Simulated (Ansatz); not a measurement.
Species, as SMILES: S (H2S).
Atoms: S1, H2, H3. Bonds: S1-H2, S1-H3.

Basis-set convergence of the harmonic zero-point energy at PBE0 with Ansatz (a program for electronic structure). Each level at its own minimum, finite differences of forces, unscaled; the reference is a large set that could be run, not a limit. Cartesian d functions, on some or all atoms, in 6-31G*; all else is spherical. The program fits the integrals of some runs and decomposes those of others, by size. No added dispersion term, no relativity. Reference: the value in pcseg-3, 9.53 kcal/mol. Deviations are taken from unrounded values.

```csv
basis,functions,harmonic zero-point energy (kcal/mol),minus reference (kcal/mol)
3-21G,17,8.96,-0.58
pcseg-0,17,8.84,-0.69
def2-SV(P),22,9.46,-0.07
6-31G*,23,9.67,0.13
def2-SVP,28,9.53,0.00
pcseg-2,62,9.52,-0.01
jun-cc-pV(T+d)Z,76,9.54,0.00
aug-cc-pV(T+d)Z,101,9.53,0.00
cc-pV(Q+d)Z,124,9.54,0.00
```

The smallest set listed that lies within 0.05 kcal/mol of the reference with all its larger relatives (same family, alike in diffuse functions; a set with none counts only in the reference's own line) is def2-SVP (28 functions, 0.00 kcal/mol off). Inside, with no larger relative to test it: cc-pV(Q+d)Z. (Relatives not listed, tested too: def2-TZVP 0.01, def2-TZVPP 0.00, def2-QZVP 0.00, def2-QZVPP 0.00, pcseg-3 0.00 kcal/mol.)
